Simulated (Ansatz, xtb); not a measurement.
## Loss of H2: C2H3ClF2 → C2HClF2 + H2

Species: C2H3ClF2 `FCC(F)Cl`, singlet; C2HClF2 `F/C=C(\F)Cl`, singlet; H2 (hydrogen), singlet. 

Shapes, held fixed at every level: PBE0-D4/def2-TZVP. Flexible molecules stand in one conformer, not always the lowest. Programs: Ansatz 0.2.0, xtb 6.7.1. The zero-point and thermal change to 298 K, harmonic and unscaled (PBE0-D4/def2-TZVP), is -28.9 kJ/mol.

Task: Estimate ΔH(298 K) of this reaction.

Result: The highest level, CCSD(T)/CBS estimate, gives ΔH(298 K) = +159.9 kJ/mol; the levels span +152.3 to +169.2. The column of differences is taken from that level and isn't an error. No measured value is set beside it here. The CBS estimate extrapolates MP2 from def2-TZVPP and def2-QZVPP and adds CCSD(T) − MP2 in the triple-zeta set, cores frozen; for H2 it overshoots the exact energy by about 1 mEh. Times are processor times on shared x86 and Arm servers, and rough.

| level | kind | ΔH(298 K) (kJ/mol) | less CCSD(T)/CBS estimate | CPU time (sum over the molecules) |
| --- | --- | --- | --- | --- |
| GFN2-xTB | semi-empirical | +157.5 | -2.4 | 0.087 s |
| BHLYP-D4/def2-TZVPP | global hybrid | +169.2 | +9.3 | 9.1 s |
| PBE0-D4/def2-TZVPP | global hybrid | +162.7 | +2.8 | 9.1 s |
| wB97M-V/def2-TZVPP | range-separated hybrid | +159.1 | -0.8 | 31 s |
| B2PLYP/def2-TZVPP | double hybrid | +152.3 | -7.6 | 17 s |
| MP2/def2-TZVPP | perturbation theory | +161.9 | +2.0 | – |
| CCSD/def2-SVP | coupled cluster or CI | +165.7 | +5.8 | – |
| CCSD(T)/def2-TZVPP | coupled cluster or CI | +158.2 | -1.7 | 5.7 min |
| CCSD(T)/CBS estimate | coupled cluster or CI | +159.9 | 0.0 | 6.6 min |
